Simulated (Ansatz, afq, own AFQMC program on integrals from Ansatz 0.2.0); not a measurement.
Two steps: Ansatz 0.2.0 writes the Fock matrix and Cholesky factors of the valence space, and afq projects on them the lowest state that overlaps trial and start.

```yaml
crystal:
  periodic: [false, false, false]
  atoms:
    - {symbol: B, position_ang: [-0.640793, 0.000000, 0.384749]}
    - {symbol: B, position_ang: [0.610339, 0.000000, -0.483192]}
    - {symbol: H, position_ang: [0.326650, 0.000000, 1.055888]}
basis:
  gaussian: {orbitals: 6-31G}
magnetization: {spin_polarized: true, initial_magnetization: 1}
correlation: {method: ccsd_t, electrons: outside_noble_gas, hamiltonian_folder: ham}
```

```sh
$ ansatz run in.yaml --threads 1 --pin off --events-out ev --progress --plain --max-ram 16896MiB --backend cuda --devices 0, --max-vram 18GiB
```

Options of the walk:

```
--method free --trial cisd --walkers 4000 --time-step 0.03 --max-blocks 4000 --target-error 0.00032 --factor-cut 1e-05 --seed 9522 --times 0,0.3,0.6,1.2,1.8,2.4,3.6,4.8,6 --taylor-order 8
```

Times are imaginary, in 1/Eh. The walk had a cap of 61 s.

Output of the walk:

```
orbitals 18  electrons 4 3  factors 121 of 284
reference energy -49.69168795 Eh
CCSD correlation -0.10309332 Eh in 20 cycles, weight of the determinant in the CISD state 0.8082
repeat  energy at the last time / Eh  error
    10  -49.803599  0.000150
    20  -49.803484  0.000120
    30  -49.803504  0.000091
time / (1/Eh)  energy / Eh  error  mean overlap
  0.00  -49.794758  0.000029  1.2373
  0.30  -49.797747  0.000038  1.2368
  0.60  -49.799374  0.000042  1.2386
  1.20  -49.801137  0.000053  1.2433
  1.80  -49.801997  0.000063  1.2461
  2.40  -49.802389  0.000051  1.2547
  3.60  -49.803026  0.000063  1.2660
  4.80  -49.803425  0.000091  1.2739
  6.00  -49.803506  0.000088  1.2875
energy -49.803506 +/- 0.000088 Eh
```

The run failed at least one of its tests; the cautions name the faults.

Against this walk (error 2.4 meV) on the same determinant: CCSD(T) 82.5 meV higher, CCSDT(Q) 100.3 meV lower, CCSDTQ 88.4 meV lower, full CI 91.5 meV lower. The error is statistical, and a free projection of finite length keeps a remainder of its start. The determinant has ⟨S²⟩ = 1.69, so the low cluster orders mix in higher spin, and so can this walk. The projection is still falling at its last time (meV from the last point: 41.1 ± 1.7 at 1.80, 30.4 ± 1.4 at 2.40, 13.1 ± 1.7 at 3.60, 2.2 ± 2.5 at 4.80, 0.0 ± 2.4 at 6.00), so its energy is a cut-off value, and the gaps above aren't errors of the other methods. Full CI is exact here, so the walk's 91 meV above it is the walk's own error: what remains of the start. The determinant is a poor start (see the cautions), so the low cluster orders aren't to be relied on, and full CI is the sure value.

Cautions: remainder of the start not in the error; start not forgotten; start is not spin pure; the search met a lower determinant of the same kind, perhaps of another symmetry (167 meV lower); strong correlation (T1 0.065, weight of the determinant 0.81, largest double 0.13); unrestricted determinant spin contaminated (⟨S²⟩ 1.69 against 0.75); CCSD(T) is in doubt: in a space of 7 electrons in 8 natural orbitals full CI lies 115 meV below it.

The walk took 35 s on 1 × NVIDIA H100 80GB HBM3 with 2 threads of AMD EPYC 7R13 Processor (Zen 3), on a shared host (the card was shared). The log's last line is the free-projection energy.

CCSDT and higher add their correlation energy to the determinant of the CCSD(T) run, since their own runs factorise the integrals more tightly (a shift of under 2 meV). A walk keeps the symmetry of its determinant, which the program's search chose and which needn't be the lowest solution, so a lower state of the same spin and another symmetry isn't excluded.
